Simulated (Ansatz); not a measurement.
Hexagonal-diamond C (model structure) was calculated with PBE (PAW; Ansatz, a quantum-chemistry and plane-wave program).

Numerical settings: plane-wave cutoff 500 eV, 18×18×8 k mesh (along the axes of the cell as run), gaussian smearing 0.02 eV, scalar-relativistic PAW data made under PBE.

Cell (relaxed at this level):

```xyz
4
Lattice="1.2558 -2.1752 0.0000 1.2558 2.1752 0.0000 0.0000 0.0000 4.1803" Properties=species:S:1:pos:R:3 pbc="T T T"
C      1.2558     0.7251     0.2622
C      1.2558    -0.7251     2.3524
C      1.2558    -0.7251     3.9181
C      1.2558     0.7251     1.8279
```

Problem. Give the computed band gap.

Solution. 
* **band gap**: 3.36 eV (on the SCF k mesh)

Computed values are for the static lattice.

A model structure was made by putting elements into a prototype or built by hand; here it ended with the formula and space group of a phase in our tables.
